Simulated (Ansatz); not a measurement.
**AlH3 (SMILES [H][Al]([H])[H]) at 6 levels**

Aim: a comparison of 6 runs (UHF/3-21G, HF/6-31G*, wB97M-V/3-21G, UPBE0/6-31G*, UCCSD(T)/6-31G*, FCI/6-31G*) of AlH3. 

The calculation is run with Ansatz 0.2.0.

61 further runs of the same task are left out: 2 that didn't finish, 59 set aside as unsound or not needed.

### 1 The structure to begin with

The species is AlH3 (4 atoms), meant as a singlet with charge 0. As SMILES, `[H][Al]([H])[H]`. The H2–Al1 distance was set to 1.941 Å, away from the relaxed value.

Bond lengths: Al1–H3 1.553 Å, Al1–H4 1.553 Å. Angles: H3–Al1–H4 120.0°.

### 2 The energy at UHF/3-21G (run 1)

The input, run.yaml:

```yaml
crystal:
  periodic: [false, false, false]
  atoms:
    - {symbol: Al, position_ang: [-0.388190, 0.007605, -0.003628]}
    - {symbol: H, position_ang: [1.552650, -0.030520, 0.014610]}
    - {symbol: H, position_ang: [-1.137990, 1.367465, -0.022768]}
    - {symbol: H, position_ang: [-1.191010, -1.321675, 0.000832]}
basis:
  gaussian: {orbitals: 3-21G.json}
magnetization: {spin_polarized: true}
hamiltonian: {xc: hf}
accuracy: high
```

The basis set 3-21G is read from a file made from the Basis Set Exchange's data (not shown).

Command:

```sh
$ ansatz run run.yaml --threads 1 --pin off --max-ram 2610MiB --events-out events.jsonl --progress --plain --runs-dir runs
```

The log of the run:

```text
Warning: RAYON_NUM_THREADS=1 ignored (pool sized by the plan → 1); use --threads N
Functional definition: HF
  name "HF"
  exchange = exact_x
  correlation = 0
373 factors; integrals over basis functions are off by at most 2.3e-9 eV
mean field evaluation 1: about -6592.0049 eV, gradient 4.7e0 eV
mean field evaluation 2: about -6592.0061 eV, gradient 4.7e0 eV
mean field evaluation 4: about -6592.3071 eV, gradient 1.6e-1 eV
mean field evaluation 8: about -6592.3075 eV, gradient 5.4e-9 eV
mean field -6592.30753167 eV, -242.2628333622 hartree, gradient 9.1e-8 eV, S^2 0.000000; 0 other end points of the search recorded, 0 dependent functions left out
reference -6592.30753167 eV, -242.2628333622 hartree; 8, 8 occupied and 11, 11 virtual orbitals, 373 factors
Total energy: -6592.30753167 eV, -242.2628333622 hartree
```

It took 0.08 s on 1 thread of Arm Neoverse V2, shared host.

### 3 A single-point energy at HF/6-31G(d) (spherical functions) (run 2)

run.yaml, as its differences from that of step 2:

```diff
@@ -8,5 +8,7 @@
 basis:
-  gaussian: {orbitals: 3-21G.json}
-magnetization: {spin_polarized: true}
-hamiltonian: {xc: hf}
+  gaussian:
+    orbitals: 6-31G_st_-spherical.json
+total_charge: 0
+hamiltonian:
+  xc: hf
 accuracy: high
```

The basis set 6-31G* is read from a file made from the Basis Set Exchange's data (not shown).

Command:

```sh
$ ansatz run run.yaml --threads 1 --pin off --max-ram 2610MiB --events-out events.jsonl --progress --plain --runs-dir runs
```

The log of the run:

```text
Warning: RAYON_NUM_THREADS=1 ignored (pool sized by the plan → 1); use --threads N
Functional definition: HF
  name "HF"
  exchange = exact_x
  correlation = 0
453 factors; integrals over basis functions are off by at most 3.6e-9 eV
mean field evaluation 1: about -6628.0957 eV, gradient 7.9e0 eV
mean field evaluation 2: about -6628.0996 eV, gradient 7.9e0 eV
mean field evaluation 4: about -6628.4882 eV, gradient 2.4e-1 eV
mean field evaluation 8: about -6628.4884 eV, gradient 1.6e-5 eV
mean field -6628.48842789 eV, -243.5924567740 hartree, gradient 4.7e-8 eV, S^2 0.000000; 0 other end points of the search recorded, 0 dependent functions left out
reference -6628.48842789 eV, -243.5924567740 hartree; 8, 8 occupied and 16, 16 virtual orbitals, 453 factors
Total energy: -6628.48842789 eV, -243.5924567740 hartree
```

It took 0.12 s on 1 thread of Arm Neoverse V2, shared host.

### 4 A single-point energy at wB97M-V/3-21G (run 3)

The input, in.yaml:

```yaml
crystal:
  periodic: [false, false, false]
  atoms:
    - {symbol: Al, position_ang: [-0.388190, 0.007605, -0.003628]}
    - {symbol: H, position_ang: [1.552650, -0.030520, 0.014610]}
    - {symbol: H, position_ang: [-1.137990, 1.367465, -0.022768]}
    - {symbol: H, position_ang: [-1.191010, -1.321675, 0.000832]}
basis:
  gaussian:
    orbitals: 3-21G.json
hamiltonian:
  xc: {name: wB97M-V}
accuracy: high
```

The basis set 3-21G is read from a file made from the Basis Set Exchange's data (not shown).

Command:

```sh
$ ansatz run in.yaml --threads 1 --pin off --max-ram 2610MiB --events-out events.jsonl --progress --plain --runs-dir runs
```

The log of the run, shortened:

```text
Warning: RAYON_NUM_THREADS=1 ignored (pool sized by the plan → 1); use --threads N
Functional definition: wB97M-V
  name "wB97M-V"
[...]
  gx(w, u) = 1 - cx + cx01*u + cx10*w
  gss(w, u) = css00 + css04*u^4 + css10*w + css20*w^2 + css43*w^4*u^3
  gos(w, u) = cos00 + cos10*w + (cos20 + cos21*u)*w^2 + (cos60 + cos61*u)*w^6
[...]
      + integral(e_c_pw_mod_opposite_spin*gos(b97_w_opposite, b97_u_opposite)) + vv10(b, c)
373 factors; integrals over basis functions are off by at most 2.3e-9 eV
163 factors; integrals over basis functions are off by at most 2.5e-9 eV
[...]
mean field -6606.53447511 eV, -242.7856638904 hartree, gradient 1.2e-8 eV, S^2 0.000000; 0 other end points of the search recorded, 0 dependent functions left out
reference -6606.53447961 eV, -242.7856640556 hartree; 8, 8 occupied and 11, 11 virtual orbitals, 373 factors
Total energy: -6606.53447961 eV, -242.7856640556 hartree
```

It took 8.1 s on 1 thread of Arm Neoverse V2, shared host; peak memory 0.22 GiB.

Runs 4 to 5 aren't shown in full; the table further down has their settings and results.

### 5 The energy at FCI/6-31G(d) (spherical functions) (run 6)

The input, molecule.yaml:

```yaml
crystal:
  periodic: [false, false, false]
  atoms:
    - {symbol: Al, position_ang: [-0.388190, 0.007605, -0.003628]}
    - {symbol: H, position_ang: [1.552650, -0.030520, 0.014610]}
    - {symbol: H, position_ang: [-1.137990, 1.367465, -0.022768]}
    - {symbol: H, position_ang: [-1.191010, -1.321675, 0.000832]}
basis:
  gaussian:
    orbitals: 6-31G_st_-spherical.json
correlation:
  method: fci
  frozen_orbitals: {Al: 5, H: 0}
accuracy: high
```

The basis set 6-31G* is read from a file made from the Basis Set Exchange's data (not shown).

Command:

```sh
$ ansatz run molecule.yaml --threads 1 --pin off --max-ram 2610MiB --events-out events.jsonl --progress --plain --runs-dir runs
```

The log of the run:

```text
Warning: RAYON_NUM_THREADS=1 ignored (pool sized by the plan → 1); use --threads N
Functional definition: HF
  name "HF"
  exchange = exact_x
  correlation = 0
453 factors; integrals over basis functions are off by at most 3.6e-9 eV
mean field evaluation 1: about -6628.0957 eV, gradient 7.9e0 eV
mean field evaluation 2: about -6628.0996 eV, gradient 7.9e0 eV
mean field evaluation 4: about -6628.4882 eV, gradient 2.4e-1 eV
mean field evaluation 8: about -6628.4884 eV, gradient 1.6e-5 eV
mean field -6628.48842789 eV, -243.5924567740 hartree, gradient 4.7e-8 eV, S^2 0.000000; 0 other end points of the search recorded, 0 dependent functions left out
5 core orbitals not correlated: weight in the atoms' cores, before any rotation towards them, 1.000 or more for the frozen orbitals, at most 0.000 for the correlated occupied ones
reference -6628.48842789 eV, -243.5924567740 hartree; 3, 3 occupied and 16, 16 virtual orbitals, 453 factors
state -6630.57578032 eV, -243.6691655610 hartree
Total energy: -6630.57578032 eV, -243.6691655610 hartree
```

Run time: 2 s. Hardware: 1 thread of Arm Neoverse V2, shared host; peak memory 0.14 GiB.

### 6 The series

| run | level | frozen core orbitals | energy (Eh) | wall time |
| --- | --- | --- | --- | --- |
| 1 | UHF/3-21G | – | -242.262833 | 0.08 s |
| 2 | HF/6-31G* (spherical functions) | – | -243.592457 | 0.12 s |
| 3 | wB97M-V/3-21G | – | -242.785664 | 8.1 s |
| 4 | UPBE0/6-31G* (spherical functions) | – | -244.032137 | 1.1 s |
| 5 | UCCSD(T)/6-31G* (spherical functions) | 5 | -243.668635 | 0.24 s |
| 6 | FCI/6-31G* (spherical functions) | 5 | -243.669166 | 2 s |

### 7 What came out

```
                                          quantity          value
                               run 6: total energy  -243.66917 Eh
run 6: correlation energy (5 core orbitals frozen)      -76.7 mEh
```

In words: Against full CI in this basis: HF +76.7 mEh; UCCSD(T) +0.5 mEh. Totals of different functionals can't be ranked against each other. All runs together took 12 s, the longest 8.1 s.
